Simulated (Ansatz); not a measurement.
# A relaxation, step by step

Si₂H₇S, doublet, PBE0-D4/def2-TZVP (Ansatz 0.2.0). Settings:

```yaml
hamiltonian: {xc: pbe0, dispersion: d4}
relax: {f_tol: 0.005, max_steps: 200}
```

Start, a step off a saddle point along its unstable mode:

H1  (-1.082, -0.874, -0.915)
Si2  (0.098, 0.691, -0.543)
Si3  (1.206, 0.144, 1.409)
S4  (-1.894, -1.798, -1.358)
H5  (-0.881, 1.786, -0.440)
H6  (0.958, 0.828, -1.748)
H7  (2.111, 1.270, 1.759)
H8  (0.228, -0.064, 2.507)
H9  (2.009, -1.091, 1.215)
H10  (-2.754, -0.893, -1.885)
(Å)

| step | energy less the last (meV) | largest force component (eV/Å) |
| --- | --- | --- |
| 1 | 266.9 | 1.898 |
| 4 | 30.5 | 0.082 |
| 7 | 26.1 | 0.066 |
| 10 | 24.8 | 0.074 |
| 13 | 21.9 | 0.073 |
| 16 | 19.3 | 0.159 |
| 19 | 15.9 | 0.193 |
| 22 | 9.3 | 0.161 |
| 25 | 5.0 | 0.007 |
| 28 | 2.3 | 0.022 |
| 31 | 1.1 | 0.026 |
| 34 | 0.6 | 0.044 |
| 37 | 0.3 | 0.054 |
| 40 | 0.1 | 0.005 |
| 43 | 0.0 | 0.008 |
| 46 | 0.0 | 0.007 |
| 47 | 0.0 | 0.004 |

Step 16, positions (Å) and forces (eV/Å):

```
atom       x       y       z      Fx      Fy      Fz
  H1  -1.186  -1.113  -1.122  -0.126  -0.137   0.008
 Si2   0.382   1.010  -0.669   0.024   0.023   0.011
 Si3   1.160   0.150   1.349  -0.018   0.001   0.026
  S4  -2.136  -2.086  -1.076   0.107   0.159  -0.020
  H5  -0.559   2.157  -0.543   0.006  -0.014  -0.008
  H6   1.433   1.310  -1.680  -0.017  -0.001   0.017
  H7   1.996   1.133   2.098  -0.028  -0.029  -0.028
  H8  -0.008  -0.232   2.189   0.037   0.015  -0.029
  H9   1.979  -1.057   1.062  -0.006   0.007   0.005
 H10  -3.062  -1.271  -1.608   0.021  -0.024   0.018
```

Step 22, positions (Å) and forces (eV/Å):

```
atom       x       y       z      Fx      Fy      Fz
  H1  -1.021  -1.179  -1.294  -0.085  -0.070   0.031
 Si2   0.446   1.137  -0.768   0.002   0.028   0.025
 Si3   0.991   0.090   1.238   0.008  -0.021  -0.009
  S4  -1.902  -2.124  -0.892  -0.040   0.161  -0.048
  H5  -0.496   2.282  -0.635   0.002  -0.012  -0.014
  H6   1.605   1.523  -1.617  -0.002  -0.002   0.000
  H7   1.869   0.942   2.089  -0.007  -0.004  -0.011
  H8  -0.258  -0.217   1.980   0.002   0.008  -0.006
  H9   1.712  -1.173   0.928  -0.008   0.003   0.011
 H10  -2.945  -1.282  -1.028   0.129  -0.092   0.021
```

Step 31, positions (Å) and forces (eV/Å):

```tsv
atom	x	y	z	Fx	Fy	Fz
H1	-1.069	-1.136	-1.479	0.008	0.016	-0.010
Si2	0.477	1.231	-0.808	0.017	0.010	0.012
Si3	0.865	0.061	1.166	-0.014	0.001	0.000
S4	-1.698	-2.178	-0.903	-0.026	-0.001	0.014
H5	-0.386	2.435	-0.660	0.005	-0.009	-0.002
H6	1.702	1.575	-1.580	-0.005	0.003	-0.015
H7	1.793	0.806	2.064	-0.002	0.004	-0.004
H8	-0.430	-0.131	1.864	-0.002	-0.009	0.011
H9	1.471	-1.257	0.847	-0.001	0.000	-0.001
H10	-2.724	-1.406	-0.511	0.019	-0.015	-0.005
```

Last step (47):

```json
{"atom": "H1", "x (Å)": "-1.1518", "y (Å)": "-1.0255", "z (Å)": "-1.4890"}
{"atom": "Si2", "x (Å)": "0.4793", "y (Å)": "1.2579", "z (Å)": "-0.8126"}
{"atom": "Si3", "x (Å)": "0.8187", "y (Å)": "0.0637", "z (Å)": "1.1555"}
{"atom": "S4", "x (Å)": "-1.6651", "y (Å)": "-2.1815", "z (Å)": "-1.0242"}
{"atom": "H5", "x (Å)": "-0.2575", "y (Å)": "2.5408", "z (Å)": "-0.6494"}
{"atom": "H6", "x (Å)": "1.6991", "y (Å)": "1.4717", "z (Å)": "-1.6377"}
{"atom": "H7", "x (Å)": "1.6999", "y (Å)": "0.8095", "z (Å)": "2.0983"}
{"atom": "H8", "x (Å)": "-0.4947", "y (Å)": "-0.1614", "z (Å)": "1.8117"}
{"atom": "H9", "x (Å)": "1.4525", "y (Å)": "-1.2391", "z (Å)": "0.8328"}
{"atom": "H10", "x (Å)": "-2.5806", "y (Å)": "-1.5362", "z (Å)": "-0.2855"}
```

Hardware: 4 CPU threads of an Arm Neoverse V1, shared host. Wall time about 2.1 min.
